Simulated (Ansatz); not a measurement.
C₂H₆N₂, SMILES `C/N=N\C`. The species carries charge 0 and has multiplicity 1.

Cartesian coordinates in Å:
```
C 1.3156 -0.0553 -0.2605
N 0.5960 1.2130 -0.1357
N -0.6105 1.2089 0.1040
C -1.3149 -0.0641 0.2620
H 1.2542 -0.6407 0.6632
H 2.3583 0.1712 -0.4717
H 0.9080 -0.6666 -1.0727
H -2.3604 0.1554 0.4667
H -1.2456 -0.6731 -0.6457
H -0.9007 -0.6487 1.0904
```

(1) List the harmonic frequencies (cm⁻¹, unscaled) at PBE0-D4/def2-TZVP in Ansatz. (Best estimate.)

(2) Is this a minimum?

(3) Give the ideal-gas thermochemistry at 298.15 K and 1 bar (rigid rotor, harmonic oscillator; point group C2v, symmetry number 2).

(4) Rotational constants (cm⁻¹)?

Answers

(1) Computed: 80, 205, 373, 489, 640, 907, 934, 985, 1088, 1094, 1176, 1376, 1393, 1454, 1467, 1473, 1497, 1697, 3028, 3030, 3094, 3101, 3164, 3165.

(2) Yes, all 24 modes are real.

(3) Zero-point energy 220.8 kJ/mol; H(298) − E = 236.7 kJ/mol; entropy 290.0 J/(mol·K), of which translation 159.5, rotation 93.9, vibration 36.6; G(298) − E = 150.2 kJ/mol. Modes under 100 cm⁻¹ are hindered rotations or soft bends, so the harmonic entropy is rough.

(4) 0.5535, 0.2294, 0.1727.
